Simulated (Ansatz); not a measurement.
# C2H2FS: the cost of one run

All numbers below are computed with Ansatz 0.2.0 (UKS PBE0-D4/6-31G*).

1 further run of the same task is left out (it didn't finish).

## Step 1: The system as given

Bond lengths: F1–C2 1.367 Å, C2–C3 1.302 Å, C3–S4 1.684 Å, C2–H5 1.081 Å, S4–H6 1.344 Å. Angles: F1–C2–C3 124.8°, F1–C2–H5 110.8°, C3–C2–H5 124.3°, C2–C3–S4 138.3°, C3–S4–H6 95.7°.

Coordinates:

```xyz
6

F     1.4699    0.0058   -1.2136
C     0.2131   -0.4323   -0.9013
C    -0.3981   -0.1968    0.2236
S    -0.0178    0.3409    1.7736
H    -0.2367   -0.9386   -1.7437
H    -1.0304    1.2210    1.8615
```

## Step 2: Relaxing end A

input.yaml

```yaml
crystal:
  periodic: [false, false, false]
  atoms:
    - { symbol: F, position_ang: [1.46987, 0.00583, -1.21365] }
    - { symbol: C, position_ang: [0.21308, -0.4323, -0.90132] }
    - { symbol: C, position_ang: [-0.39805, -0.19681, 0.22362] }
    - { symbol: S, position_ang: [-0.0178, 0.34092, 1.77356] }
    - { symbol: H, position_ang: [-0.23671, -0.93862, -1.74367] }
    - { symbol: H, position_ang: [-1.03038, 1.22098, 1.86145] }
magnetization:
  spin_polarized: true
  initial_magnetization: 1
basis:
  gaussian: { orbitals: "6-31G*" }
hamiltonian:
  xc: pbe0
  dispersion: d4
relax:
  f_tol: 0.02
  max_steps: 50
output:
  orbitals: {}
```

Command:

```bash
> ansatz run input.yaml --threads 2 --pin off --max-ram 3072MiB --backend cpu --events-out ev --progress --plain --runs-dir out
```

**Question.** How long does this run take on 2 threads of Arm Neoverse V1, shared host, and how much memory does it need?

About 19 s, with a peak of 0.16 GiB.
